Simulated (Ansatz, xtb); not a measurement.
Relative energy of two isomers of CH4FNO

We compare a, `ONCF`, a singlet, with b, `NOCF`, a singlet. Both are isolated molecules in the gas phase, relaxed with B3LYP/6-31G*; the shapes shown needn't be the lowest conformers.

a (Å):

```xyz
8

C    -0.9995   -0.4784   -1.4663
F    -0.0954   -0.5657   -0.4094
N    -0.3845   -0.3659   -2.7464
O     0.3630   -1.5661   -3.0172
H    -0.0134   -1.8569   -3.8635
H     0.3241    0.3684   -2.7138
H    -1.6240   -1.3752   -1.4556
H    -1.6063    0.4226   -1.3151
```

b (Å):

```xyz
8

C    -0.8108   -0.4831   -1.1690
F     0.2924    0.2772   -0.8158
N    -0.3065   -0.7866   -3.3950
O    -0.4806   -1.4373   -2.1104
H    -0.5924   -1.5246   -4.0399
H     0.7094   -0.7156   -3.4918
H    -1.1423   -1.0425   -0.2884
H    -1.5757    0.2028   -1.5474
```

Energies in hartree; the thermal terms are from B3LYP/6-31G* harmonic frequencies (ideal gas, rigid rotor, one conformer each, 298.15 K, 1 atm) and include the zero-point energy:

|  | a | b |
| --- | --- | --- |
| E, CCSD(T)/def2-TZVP | −269.905641 | −269.904368 |
| zero-point energy | 0.062056 | 0.062319 |
| H(298 K) − E | 0.067519 | 0.067923 |
| G(298 K) − E | 0.035130 | 0.035130 |

Work out ΔE, ΔE₀, ΔH and ΔG for a → b in kJ/mol (1 Eh = 2625.50 kJ/mol) and the equilibrium ratio [b]/[a].

1. ΔE = −269.904368 − (−269.905641) = +0.001273 Eh = +3.34 kJ/mol.
2. ΔE₀ = ΔE + ΔZPE = +0.001273 + (+0.000263) Eh = +4.03 kJ/mol.
3. ΔH = ΔE + (+0.000404) Eh = +4.40 kJ/mol.
4. ΔG = ΔE + (0.000000) Eh = +3.34 kJ/mol, so ΔS = (ΔH − ΔG)/T = +3.6 J/(mol K).
5. kT = 0.9442 mEh, so K = [b]/[a] = exp(−ΔG/kT) = exp(−1.35) ≈ 0.26.

The two are too close for this level to say which is favoured. An error of 4 kJ/mol in ΔG would change K by a factor of 5. Mirror images and further conformers aren't counted.

As drawn, b has 1 C–O, 1 N–H in place of 1 C–N, 1 O–H.

Other levels gave ΔE = +11.7 (GFN2-xTB); −17.3 (HF/STO-3G, GFN2-xTB geometries); +2.5 (r2SCAN-D4/def2-SVP, GFN2-xTB geometries); −5.7 (B3LYP/6-31G*); +2.7 (HF/def2-TZVP); +5.7 (MP2/def2-TZVP) kJ/mol. The correlated steps freeze 4 core orbitals. Programs: Ansatz 0.2.0, xtb 6.7.1.
